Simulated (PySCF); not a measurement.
C5H3 (charge +1).
SMILES: `C([c+]1cc1)#C`

Level of theory: EOM-IP-CCSD/aug-cc-pVDZ in PySCF, restricted Hartree–Fock reference, frozen core, non-relativistic, gas phase, PBE0-D3(BJ)/def2-SVP geometry.

Hartree–Fock orbital energies give these Koopmans values (eV): HOMO 16.32, HOMO-1 16.45, HOMO-2 20.85.

Problem. What vertical ionisation energies does EOM-IP-CCSD give?

Solution. 
```csv
leading hole (HF orbital),Koopmans (eV),EOM-IP-CCSD (eV),change (eV),one-hole share
HOMO,16.32,16.26,-0.06,0.96
HOMO-1,16.45,16.65,+0.20,0.96
HOMO-2,20.85,20.60,-0.25,0.94
```

Problem. Does the order of the lines follow the orbital energies?

Solution. Yes, no two lines change places. The corrections run from -0.25 to +0.20 eV, with a mean of -0.04 eV over the 3 lines; EOM-IP-CCSD lies above the Koopmans value for HOMO-1.

Problem. At what kinetic energies would He II light (40.81 eV) eject these electrons?

Solution. 24.55 eV (HOMO), 24.16 eV (HOMO-1), 20.21 eV (HOMO-2).

Problem. What total energy has the lowest final state, and which wavelength reaches it?

Solution. E(CCSD) + ionisation energy = -191.33343 + 0.59741 = -190.73602 Eh, at the geometry of the initial state. The threshold wavelength is 1239.84 eV nm/16.26 eV = 76.3 nm.

One root was sought for each valence orbital with −ε under 21 eV, eight at most, so deeper holes and satellites are missing; no vibrational structure.
